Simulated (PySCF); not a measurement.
CH2O, SMILES C=O. Coordinates come from a PBE0-D3(BJ)/def2-TZVPD optimisation.

TDA-PBE0/def2-TZVPD (PySCF) puts the lowest singlet excitations at 4.04, 7.02, 8.26, 8.27, 8.80, 9.28 eV.

Task: What are the lowest excitation roots from ADC(2)/aug-cc-pVDZ run with PySCF? (The exact figures need the calculation; the answer reports its results.)

Result: 4.01, 6.29, 7.29, 7.39, 7.96, 9.54 eV. S1 differs by -0.03 eV (second minus first; roots are paired by order, and the bases may differ).
